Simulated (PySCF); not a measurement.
Atomic charges by several schemes

Species: C4H7N.
Geometry (GFN2-xTB, Å), atoms numbered from 1 in this order:
```xyz
12
C4H7N angstrom
C      2.4672    0.3061   -0.0216
C      1.2771   -0.1447    0.2166
C      0.0759   -0.5896    0.4138
C     -1.0762   -0.3489   -0.5385
N     -2.1082    0.5237   -0.0018
H      2.7763    1.2898    0.2948
H      3.2074   -0.2874   -0.5345
H     -0.1689   -1.1277    1.3214
H     -0.7047    0.1004   -1.4623
H     -1.5493   -1.3059   -0.7815
H     -1.7209    1.4395    0.2019
H     -2.4746    0.1440    0.8657
```

Density: PBE0/pcSseg-1 (PySCF); schemes: Mulliken, IAO, Hirshfeld and ESP-fitted. Geometry: GFN2-xTB, one conformer, isolated molecule.

Task: Tabulate the Mulliken, IAO, Hirshfeld and ESP-fitted charges.

Result: In e; atoms taken as equivalent share a row and are averaged (×n: the atom named and its like, n in all):

```tsv
atom	environment	Mulliken	IAO	Hirshfeld	ESP-fitted
C1	outer carbon of cumulated double bonds	-0.155	-0.371	-0.121	-0.555
C2	central carbon of cumulated double bonds	-0.135	+0.025	-0.005	+0.225
C3	outer carbon of cumulated double bonds	-0.258	-0.224	-0.073	-0.623
C4	sp3 carbon bound to nitrogen	-0.016	-0.142	-0.022	+0.535
N5	primary amine nitrogen	-0.446	-0.565	-0.240	-1.056
H6/H7	hydrogen on C1	+0.146	+0.170	+0.055	+0.218
H8	hydrogen on C3	+0.129	+0.159	+0.049	+0.238
H9/H10	methylene hydrogen	+0.127	+0.148	+0.044	+0.007
H11/H12	N–H hydrogen	+0.168	+0.241	+0.107	+0.393
```

Mean size of the charges over all atoms: ESP-fitted 0.372 e, IAO 0.217 e, Mulliken 0.168 e, Hirshfeld 0.077 e. Each set sums to the total charge, 0, to within 0.001 e. The Mulliken scheme counts on each atom the diagonal of the density matrix times the overlap matrix over that atom's basis functions. The Hirshfeld scheme divides the density at each point in proportion to the densities of the neutral, spherically averaged free atoms.

Lowest charge. All schemes agree: Mulliken N5 (-0.446); IAO N5 (-0.565); Hirshfeld N5 (-0.240); ESP-fitted N5 (-1.056).

Highest charge. The schemes don't all agree: Mulliken H11/H12 (+0.168); IAO H11/H12 (+0.241); Hirshfeld H11/H12 (+0.107); ESP-fitted C4 (+0.535).

Task: Sum the charges by element, for elements with more than one atom.

Result: 
| element | atoms | Mulliken | IAO | Hirshfeld | ESP-fitted |
| --- | --- | --- | --- | --- | --- |
| C | 4 | -0.564 | -0.712 | -0.221 | -0.418 |
| H | 7 | +1.010 | +1.277 | +0.462 | +1.474 |

Task: How closely do the schemes follow one another over all atoms?

Result: Correlation coefficient and root-mean-square difference: IAO with Hirshfeld 0.98, 0.159 e; Mulliken with Hirshfeld 0.95, 0.107 e; Mulliken with IAO 0.94, 0.099 e; Hirshfeld with ESP-fitted 0.87, 0.385 e; Mulliken with ESP-fitted 0.83, 0.323 e; IAO with ESP-fitted 0.83, 0.293 e.

Task: How many electrons does the ESP-fitted scheme count on N5?

Result: Z − q = 7 − (-1.056) = 8.056.
